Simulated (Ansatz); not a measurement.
**SiH₄S₂: ionisation energy by level of theory**

Aim: the vertical ionisation energy of SiH₄S₂, as cation minus neutral at the neutral's geometry, on several levels, and how well −ε(HOMO) stands in for it.

Program: Ansatz 0.2.0, Gaussian basis. Level of theory: unrestricted cation, the program's frozen cores in correlated methods. These are calculated values, not measurements.

Levels to be run: UKS PBE-D4/def2-TZVPP; UKS r2SCAN-D4/def2-TZVPP; UKS PBE0-D4/def2-TZVPP; UKS B3LYP-D4/def2-TZVPP; UKS wB97X-V/def2-TZVPP; UKS wB97M-V/def2-TZVPP; UKS B2PLYP/def2-TZVPP; UHF-CCSD(T)/def2-TZVPP; UHF-MP2/def2-QZVPP; extrapolation to the limit; then −ε(HOMO) from the neutral's earlier runs with LDA (SPW92), PBE-D4, revPBE-D4, BLYP-D4, r2SCAN-D4, B97M-V, PBE0-D4, B3LYP-D4, r2SCANh-D4, r2SCAN0-D4, HSE06-D4, BHLYP-D4, CAM-B3LYP-D4, LC-ωPBE, ωB97X-V, ωB97M-V.

## (1) Structure used throughout

An earlier PBE0-D4 in a triple-zeta def2 set relaxation fixed the geometry.

SMILES `[SiH3]SS`, 7 atoms, charge 0, spin multiplicity 1.

Atoms are counted from 1 here; the program's logs count them from 0.

Bond lengths: Si1–S2 2.143 Å, Si1–H4 1.482 Å, Si1–H5 1.484 Å, Si1–H6 1.487 Å, S2–S3 2.065 Å, S3–H7 1.346 Å. Angles: S2–Si1–H4 110.2°, S2–Si1–H5 110.0°, S2–Si1–H6 106.0°, H4–Si1–H5 109.8°, H4–Si1–H6 110.5°, H5–Si1–H6 110.2°, Si1–S2–S3 97.1°, S2–S3–H7 98.0°.

## (2) Cation, UKS PBE-D4/def2-TZVPP

in.yaml reads:

```yaml
crystal:
  periodic: [false, false, false]
  atoms:
    - {symbol: Si, position_ang: [-0.825430, 0.525771, -0.206038]}
    - {symbol: S, position_ang: [0.421317, -0.079082, 1.429285]}
    - {symbol: S, position_ang: [1.383851, -1.626938, 0.458894]}
    - {symbol: H, position_ang: [-1.677843, -0.604313, -0.646316]}
    - {symbol: H, position_ang: [0.013409, 0.993501, -1.337506]}
    - {symbol: H, position_ang: [-1.662819, 1.641728, 0.307609]}
    - {symbol: H, position_ang: [2.408816, -0.918668, -0.051529]}
basis:
  gaussian: {orbitals: def2-TZVPP}
total_charge: 1
magnetization: {spin_polarized: true, initial_magnetization: 1}
hamiltonian: {xc: pbe, dispersion: d4}
```

Launch:

```sh
ansatz run in.yaml --threads 2 --pin off --events-out ev --progress --plain --max-ram 4352MiB
```

After this run come: Cation, UKS r2SCAN-D4/def2-TZVPP; Cation, UKS PBE0-D4/def2-TZVPP; Cation, UKS B3LYP-D4/def2-TZVPP; Cation, UKS wB97X-V/def2-TZVPP; Cation, UKS wB97M-V/def2-TZVPP; Cation, UKS B2PLYP (frozen core)/def2-TZVPP; Cation, UHF-CCSD(T)/def2-TZVPP; Cation, UHF-MP2/def2-QZVPP.

**Question.** What will the summary of the whole plan be? Wanted: ionisation energy, CCSD(T)/CBS; nearest functional by difference; nearest −ε(HOMO); −ε(HOMO) of PBE; T1 of the cation.

**Answer**, as computed:

| quantity | value |
| --- | --- |
| ionisation energy, CCSD(T)/CBS | 9.68 eV |
| nearest functional by difference | ωB97X-V (-0.08 eV) |
| nearest −ε(HOMO) | ωB97X-V (-0.05 eV) |
| −ε(HOMO) of PBE | 6.12 eV |
| T1 of the cation | 0.029 |

**Reading.** By cation minus neutral, the functionals miss by 0.42 eV at most. −ε(HOMO) of PBE misses by 3.6 eV, since self-interaction lifts the level. Among orbital estimates ωB97X-V comes nearest. Hartree-Fock falls 1.02 eV short, as the neutral has more correlation energy than the cation. The cation may have settled in a state other than its lowest; no search over hole states beyond the program's own was made.
